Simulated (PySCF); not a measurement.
Gas-phase reaction: Al2H6 + 6 NH = 2 AlH3.NH3 + 2 N2

Method: PySCF energies plus ideal-gas RRHO corrections (1 bar). † marks an energy on the PBE0/def2-TZVP geometry and frequencies; other levels use their own. CCSD(T) freezes the core. Open shells (unrestricted): NH (multiplicity 3); the rest are closed-shell singlets. Adducts (AlH3.NH3) have no counterpoise correction, and HF, PBE, BLYP, B3LYP and PBE0 lack dispersion. Al2H6, AlH3.NH3: computed as isolated molecules; such fragments, hydroxides, amides, oligomers or adducts are transient or little studied in the gas. CCSD(T) isn't extrapolated to the basis-set limit.

```tsv
level	ΔH°(298 K), kJ
BLYP/def2-TZVP†	(withheld)
CCSD(T)/def2-TZVPP†	-2245
PBE/def2-SVP	-2396
PBE0/def2-QZVP†	(withheld)
PBE0/def2-TZVP	-2222
```

Task: Fill in the missing entries.

Result: 
- BLYP/def2-TZVP†, ΔH°(298 K), kJ: -2278
- PBE0/def2-QZVP†, ΔH°(298 K), kJ: -2218
